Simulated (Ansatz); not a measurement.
`N#CCC1CO1`, relaxed with RKS PBE-D4/def2-SVP in Ansatz 0.2.0 from a rough embedded geometry. The force threshold is 0.03 eV/Å; the program also tests the step.

Total charge 0; spin multiplicity 1.

Start:

```xyz
11

N     2.740   -0.197    0.844
C     1.803    0.250    0.401
C     0.632    0.871   -0.156
C    -0.552    0.166    0.324
C    -1.096   -1.069   -0.340
O    -1.739    0.209   -0.411
H     0.541    1.963    0.124
H     0.630    0.881   -1.305
H    -0.688    0.198    1.467
H    -0.646   -1.436   -1.218
H    -1.626   -1.835    0.272
```

```tsv
step	energy (eV)	largest force (eV/Å)	largest move (Å)
1	-7749.4076	4.076	0.000
2	-7749.7383	1.084	0.110
3	-7749.7797	0.243	0.061
4	-7749.7839	0.082	0.026
5	-7749.7852	0.062	0.046
6 (rejected)	-7749.7846	0.093	0.013
7	-7749.7856	0.012	0.006
```

End:

```xyz
11

N     2.877   -0.081    0.876
C     1.892    0.344    0.407
C     0.637    0.838   -0.159
C    -0.579    0.096    0.383
C    -1.159   -1.048   -0.342
O    -1.770    0.248   -0.379
H     0.543    1.922    0.066
H     0.664    0.742   -1.265
H    -0.707    0.151    1.482
H    -0.687   -1.386   -1.285
H    -1.711   -1.827    0.216
```

Run time 10 s (4 threads of a server CPU on a shared host); peak host memory 0.15 GiB.
